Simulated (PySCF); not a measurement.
Predicted microwave data (CAM-B3LYP/def2-SVPD in PySCF (dipole) on a GFN2-xTB geometry, gas phase) for one isomer of C3H7NO:

```
Rotational constants : A = 9904, B = 3853, C = 2873 MHz
Dipole components    : |μa| = 0.77 D, |μb| = 3.77 D, |μc| = 0.00 D
Inertial defect      : -6.26 u·Å²
κ                    : -0.72
```

Question: Which candidate fits, each taken in the one conformer that was computed?
A. `[CH3:1][N:2]([CH3:3])[CH:4]=[O:5]` with C1–N2–C4–O5 180°
B. `[CH3:1][CH2:2][C:3]([NH2:4])=[O:5]` with C1–C2–C3–N4 180°, C2–C3–N4–H 0° and 180° (propionamide)

Answer: B. It is CCC(N)=O, an asymmetric top, point group Cs. The candidates at the same level (rigid rotor, commonest isotopes):

```json
{"SMILES": "CN(C)C=O", "A (MHz)": "9177", "B (MHz)": "4238", "C (MHz)": "3009", "μa (D)": "4.20", "μb (D)": "0.53", "μc (D)": "0.00", "Δ (u·Å²)": "-6.36", "point group": "Cs", "rotor": "asymmetric top"}
{"SMILES": "CCC(N)=O", "A (MHz)": "9904", "B (MHz)": "3853", "C (MHz)": "2873", "μa (D)": "0.77", "μb (D)": "3.77", "μc (D)": "0.00", "Δ (u·Å²)": "-6.26", "point group": "Cs", "rotor": "asymmetric top"}
```

`CN(C)C=O` has B 10 % too high. In the right answer the mirror of this Cs structure is the ab plane, so μc vanishes by symmetry (the 0.01 D computed is a residue). No structure here is proved a minimum.
